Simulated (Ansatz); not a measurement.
# CCSD/6-31G(d) (spherical functions) run of C3H4F2 (SMILES F/C=C\CF)

What is the vertical singlet–triplet gap of C3H4F2 at CCSD/6-31G* (spherical functions)? 

The results are computed with Ansatz 0.2.0.

47 further runs of the same task are left out: 47 set aside as unsound or not needed.

## 1. The structure to begin with

C3H4F2 has 9 atoms, charge 0, and is taken as a singlet. As SMILES, `F/C=C\CF`. The shape is that of a PBE0-D4/def2-TZVP optimisation. This is one conformer, not always the lowest.

Bond lengths: F1–C2 1.336 Å, C2–C3 1.320 Å, C3–C4 1.485 Å, C4–F5 1.387 Å, C2–H6 1.084 Å, C3–H7 1.084 Å, C4–H8 1.095 Å, C4–H9 1.091 Å. Some angles: F1–C2–C3 122.6°, C2–C3–C4 124.9°, C3–C4–F5 109.9°, F1–C2–H6 112.2°, C3–C2–H6 125.2°, C2–C3–H7 117.2°, C4–C3–H7 117.9°, C3–C4–H8 111.0°, C3–C4–H9 111.5°, F5–C4–H8 107.0°.

## 2. The energy at CCSD/6-31G(d) (spherical functions)

Contents of job.yaml:

```yaml
crystal:
  periodic: [false, false, false]
  atoms:
    - symbol: F
      position_ang: [-1.771300, 0.696200, -0.764200]
    - symbol: C
      position_ang: [-0.756800, -0.083800, -1.148800]
    - symbol: C
      position_ang: [0.269900, -0.355400, -0.364300]
    - symbol: C
      position_ang: [0.439500, 0.155200, 1.019400]
    - symbol: F
      position_ang: [1.656600, 0.811400, 1.133700]
    - symbol: H
      position_ang: [-0.888900, -0.458700, -2.156900]
    - symbol: H
      position_ang: [1.042400, -1.001300, -0.765600]
    - symbol: H
      position_ang: [0.449800, -0.666700, 1.742700]
    - symbol: H
      position_ang: [-0.352600, 0.856800, 1.286900]
basis:
  gaussian:
    orbitals: 6-31G_st_-spherical.json
total_charge: 0
accuracy: high
correlation:
  method: ccsd
  frozen_orbitals: {C: 1, F: 1, H: 0}
scf:
  omitted_lower_state_checks: [cluster_reference, increment]
```

The basis set 6-31G* is read from a file made from the Basis Set Exchange's data (not shown).

On the command line:

```bash
$ ansatz run job.yaml --threads 1 --pin off --max-ram 3480MiB --events-out events.jsonl --progress --plain --runs-dir runs
```

Standard output, cut to the lines that bear on the results:

```text
Warning: RAYON_NUM_THREADS=1 ignored (pool sized by the plan → 1); use --threads N
Functional definition: HF
  name "HF"
[...]
1845 factors; integrals over basis functions are off by at most 3.1e-9 eV
[...]
mean field -8565.12367064 eV, -314.7624892466 hartree, gradient 3.3e-8 eV, S^2 0.000000; 0 other end points of the search recorded, 0 dependent functions left out
5 core orbitals not correlated: weight in the atoms' cores, before any rotation towards them, 1.000 or more for the frozen orbitals, at most 0.000 for the correlated occupied ones
reference -8565.12367064 eV, -314.7624892466 hartree; 15, 15 occupied and 58, 58 virtual orbitals, 1845 factors
second order -19.35351987 eV of doubles, -0.00000000 eV of singles
cycle   1  -19.62512158 eV  change   -2.7e-1 eV  update   1.0e-1
[...]
cycle  22  -20.24820097 eV  change    1.0e-9 eV  update  8.7e-10
Total energy: -8585.37187161 eV, -315.5065969076 hartree
Checks for a lower state left out: cluster_reference, increment
```

Wall time 17 s (1 thread of Arm Neoverse V2, shared host); peak memory 0.44 GiB.

## 3. The triplet, same level

Contents of in.yaml:

```yaml
crystal:
  periodic: [false, false, false]
  atoms:
    - {symbol: F, position_ang: [-1.771300, 0.696200, -0.764200]}
    - {symbol: C, position_ang: [-0.756800, -0.083800, -1.148800]}
    - {symbol: C, position_ang: [0.269900, -0.355400, -0.364300]}
    - {symbol: C, position_ang: [0.439500, 0.155200, 1.019400]}
    - {symbol: F, position_ang: [1.656600, 0.811400, 1.133700]}
    - {symbol: H, position_ang: [-0.888900, -0.458700, -2.156900]}
    - {symbol: H, position_ang: [1.042400, -1.001300, -0.765600]}
    - {symbol: H, position_ang: [0.449800, -0.666700, 1.742700]}
    - {symbol: H, position_ang: [-0.352600, 0.856800, 1.286900]}
basis:
  gaussian: {orbitals: 6-31G_st_-spherical.json}
magnetization: {spin_polarized: true, initial_magnetization: 2}
correlation: {method: ccsd, frozen_orbitals: {C: 1, F: 1, H: 0}}
accuracy: high
scf: {omitted_lower_state_checks: [cluster_reference, increment]}
```

The basis set 6-31G* is read from a file made from the Basis Set Exchange's data (not shown).

On the command line:

```bash
$ ansatz run in.yaml --threads 1 --pin off --max-ram 3480MiB --events-out events.jsonl --progress --plain --runs-dir runs
```

Standard output, cut to the lines that bear on the results:

```text
Warning: RAYON_NUM_THREADS=1 ignored (pool sized by the plan → 1); use --threads N
Functional definition: HF
  name "HF"
[...]
1845 factors; integrals over basis functions are off by at most 3.1e-9 eV
[...]
mean field -8561.43550732 eV, -314.6269517446 hartree, gradient 2.3e-8 eV, S^2 2.021719; 0 other end points of the search recorded, 0 dependent functions left out
5 core orbitals not correlated: weight in the atoms' cores, before any rotation towards them, 1.000 or more for the frozen orbitals, at most 0.000 for the correlated occupied ones
reference -8561.43550732 eV, -314.6269517446 hartree; 16, 14 occupied and 57, 59 virtual orbitals, 1845 factors
second order -18.17473083 eV of doubles, -0.00000000 eV of singles
cycle   1  -18.66755537 eV  change   -4.9e-1 eV  update   1.0e-1
[...]
cycle  26  -19.28738125 eV  change   1.5e-10 eV  update   2.1e-9
Total energy: -8580.72288857 eV, -315.3357499322 hartree
Checks for a lower state left out: cluster_reference, increment
```

It took 63 s on 1 thread of Arm Neoverse V2, shared host; peak memory 0.83 GiB.

## 4. Outcome

Level: CCSD/6-31G* (spherical functions), 5 core orbitals frozen.

```
                                            quantity          value
                               singlet: total energy  -315.50660 Eh
singlet: correlation energy (5 core orbitals frozen)     -744.1 mEh
                              singlet: T1 diagnostic          0.012
                               triplet: total energy  -315.33575 Eh
triplet: correlation energy (5 core orbitals frozen)     -708.8 mEh
          triplet: ⟨S²⟩ of the reference determinant          2.022
                              triplet: T1 diagnostic          0.015
    vertical energy of the triplet above the singlet       4.649 eV
```

What this shows: At this shape the triplet lies 4.65 eV (449 kJ/mol) above the singlet.
